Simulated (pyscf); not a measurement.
9 organic steps of one kind (hydrogen shift, radical): barrier in kcal/mol, from the separated reactants or the lowest minimum found. Structures and frequencies: ωB97X-D3(BJ)/def2-SVP in PySCF. Functionals in def2-TZVP; the last column is ωB97M-D3(BJ)/def2-TZVP. Rows were drawn at random from the steps of this kind and element class whose saddle was verified and whose references are stable.

```tsv
step	PBE	r²SCAN	PBE0-D3(BJ)	ωB97M-D3(BJ)
•H₂C–CH(CH₃)–Cl → H₃C–C•(CH₃)–Cl	36.1	40.3	39.5	41.1
H₂C=C•–CH₃ → •H₂C–CH=CH₂	(withheld)	56.5	56.8	56.9
•H₂C–C(=CH₂)–NH₂ → •H₂C–C(CH₃)=NH	48.6	53.1	53.1	54.8
•HC=CH–CH₃ → •H₂C–CH=CH₂	(withheld)	42.6	41.9	43.7
•H₂C–CH₂–Br → H₃C–CH•–Br	39.9	43.8	43.0	44.1
•HC=CH–C≡N -> H₂C=C•–C≡N	40.5	45.5	45.6	47.9
•H₂C–CH₂–CH=O -> H₃C–CH₂–C•=O	27.6	32.1	33.0	35.9
H₂C=C•–OH -> H₃C–C•=O	59.6	62.9	64.0	62.2
•HC=NH → H₂C=N•	38.5	40.1	40.2	40.2
```

Task: Some entries are withheld; supply them.

Result: 
- H₂C=C•–CH₃ → •H₂C–CH=CH₂, PBE: 52.8
- •HC=CH–CH₃ → •H₂C–CH=CH₂, PBE: 38.4

Differences from the last column (kcal/mol): PBE: mean -5.0, median -5.1, mean size 5.0, lower in 9 of 9; r²SCAN: mean -1.1, median -0.8, mean size 1.3, lower in 8 of 9; PBE0-D3(BJ): mean -1.1, median -1.6, mean size 1.5, lower in 7 of 9. PBE is closest for row 9 (1.7 kcal/mol apart) and farthest for row 7 (8.3 kcal/mol). PBE, r²SCAN and M06-2X carry no added dispersion term. The last column is a level with limits of its own. Each barrier is that of the saddle found. Elements up to Kr have no core potential and no relativistic terms here.
